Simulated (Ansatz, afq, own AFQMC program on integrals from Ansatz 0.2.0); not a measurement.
## Ge2H2, singlet in cc-pVDZ along one coordinate

| atom | x (Å) | y (Å) | z (Å) |
| --- | --- | --- | --- |
| Ge | 0.0000 | 0.0000 | 0.8786 |
| Ge | 0.0000 | 0.0000 | -0.9274 |
| H | 0.0000 | 1.2621 | 1.7580 |
| H | 0.0000 | -1.2621 | 1.7580 |

The Ge1–Ge2 distance is changed with both sides rigid. Energies in eV count from this geometry (1.806 Å) at the same level; the start stands on RHF, each point on the determinant named.

Basis cc-pVDZ. Only valence electrons are correlated. AFQMC by an in-house program on the Cholesky factors that Ansatz 0.2.0 writes for its CCSD(T) run. The CISD trial takes its coefficients from CCSD amplitudes. Released means that phaseless walkers are propagated on without the constraint, phases kept. ± is one standard error of the sampling. No spin–orbit coupling.

Cautions, each for one point or more: CCSDT(Q) on the UHF determinant differs, perhaps since the unrestricted series falls towards higher spin; cluster runs in doubt by the program's own checks; higher spins were not checked; inner d shell frozen; no relativity below Rb; no spin-orbit coupling; restricted determinant unstable towards unrestricted; strong correlation.

```tsv
r(Ge1–Ge2) / Å	det.	T1	weight	r2SCAN	HF	CCSD(T)
2.786	RHF¶	0.051	0.78	-2.607§	-2.582	-3.265
3.715	RHF¶	0.090	0.63	–	-1.093	-1.228
5.031	RHF	0.011	0.72	-0.355§	-0.827	-0.668
7.694	RHF	0.011	0.71	-0.303§	-0.775	-0.630
```

(1) Estimate the curve of phaseless AFQMC with a CISD trial, counted from the same start.

Answers

(1) 
| r(Ge1–Ge2) / Å | det. | T1 | weight | ph-AFQMC/CISD | released AFQMC | CCSDT(Q) |
| --- | --- | --- | --- | --- | --- | --- |
| 2.786 | RHF¶ | 0.051 | 0.78 | -3.192 ± 0.022 | -3.266 ± 0.027* | -3.299 |
| 3.715 | RHF¶ | 0.090 | 0.63 | -1.245 ± 0.028 | – | -0.984 |
| 5.031 | RHF | 0.011 | 0.72 | -0.609 ± 0.024 | -0.629 ± 0.030* | -0.722 |
| 7.694 | RHF | 0.011 | 0.71 | -0.634 ± 0.033 | -0.678 ± 0.057* | -0.652 |

Weight is that of the determinant in the CISD state; at the start T1 is 0.019 and the weight 0.86. ¶ marks points with a poor determinant and no full CI, where no value is sure; they don't count among the departures. An asterisk marks released energies that aren't shown to be converged. A dash marks a missing value, a released energy that hasn't settled or a functional that sits on another state. § marks a functional whose ⟨S²⟩ is too high by over 0.1. Largest departures from phaseless AFQMC with a CISD trial: CCSD(T) -0.058 eV at 5.031 (on RHF), CCSDT(Q) -0.113 eV at 5.031 (on RHF), HF -0.218 eV at 5.031 (on RHF). The walk's constraint bias lies outside its error bars, so these are departures and not errors. The functionals aren't scored here. In this small basis the wave-function levels are far from their limit, so their gap to the functionals isn't the functionals' error.

CCSDT and higher add their correlation energy to the determinant of the CCSD(T) run, since their own runs factorise the integrals more tightly (a shift of under 2 meV). A walk keeps the symmetry of its determinant, which the program's search chose and which needn't be the lowest solution, so a lower state of the same spin and another symmetry isn't excluded.
